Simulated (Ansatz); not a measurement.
**BGe⁺, singlet in cc-pVDZ: errors against full CI**

Geometry: a PBE0/def2-TZVP stationary point for this spin. The triplet lies 0.4 eV lower here.

```xyz
2

Ge    0.0000    0.0000    0.0000
B     0.0000    0.0000    2.5640
```

Basis cc-pVDZ; Ansatz 0.2.0. Correlated methods freeze the noble-gas cores and the filled d shells of p-block atoms, which leaves 6 electrons in 26 orbitals. Prefix R: restricted or restricted open-shell reference; prefix U: unrestricted. Active spaces: valence = (6e, 8o) chosen from the atoms' valence shells. No spin–orbit coupling is included, and no scalar relativity.

Full CI is exact within this basis and frozen core; it isn't the basis-set limit. The frozen core follows each run's orbitals, which can shift R against U totals by a few meV for light atoms and by up to 0.1 eV past Ca.

- UHF ⟨S²⟩: 1.062
- T1 diagnostic (RCCSD): 0.0189
- largest doubles amplitude (RCCSD): 0.153

```json
{"level": "RMP2", "E − E(RHF) (eV)": "-2.6070"}
{"level": "RCCSD", "E − E(RHF) (eV)": "-3.8259"}
{"level": "RCCSD(T)", "E − E(RHF) (eV)": "-3.9337"}
```

(1) Estimate how far full CI in cc-pVDZ lies from RCCSD(T). The table doesn't fix it; the size of (T) and the diagnostics are the guide.

(1) Full CI in cc-pVDZ lies 49 meV below RCCSD(T), which is 45 % of the (T) step (-108 meV). A doubles amplitude is large, RHF is unstable towards spin polarisation, and the rest is a large part of (T). The miss exceeds 1 kcal/mol.

The other levels:

```
                   level  E − E(full CI) (meV)  share of correlation (%)  wall time
                    CISD                   448                     88.76      1.8 s
                 BCCD(T)                    49                     98.77        2 s
                  RCCSDT                    16                     99.59          –
                  CISDTQ                    19                     99.53      3.5 s
               RCCSDT(Q)                     6                     99.86      2.6 s
                 RCCSDTQ                     1                     99.98       13 s
  CASSCF (valence space)                  1497                     62.40          –
  NEVPT2 (valence space)                   478                     88.00      3.3 s
  MRCISD (valence space)                   103                     97.41          –
MRCISD+Q (valence space)                    46                     98.84      4.1 s
```

The correlation energy at full CI, counted from RHF, is -3.982 eV. That run took 15 s on 1 thread of Arm Neoverse V1, shared host over 1,690,944 determinants.

Run but not shown, since their state or frozen core can't be matched to the reference's or they repeat it: UHF, UMP2, UCCSD, UCCSD(T), UCCSDT, UCCSDT(Q).

Times hold each run's SCF and search for its determinant on a shared host, so for small cases they say little of a method's own cost; they ran on 1 thread of Arm Neoverse V1.

Unrestricted levels hold only the spin's projection, and here they fall towards a lower state of higher spin.

The full-CI state has the irrep A1 of C2v, in the program's axes (one component, if the state is degenerate).

Natural occupations of full CI about the gap: 1.927 1.877 1.757 0.100 0.100 0.082 0.048 0.048 0.011 0.011; effectively unpaired electrons, Σ n²(2−n)², 0.37.
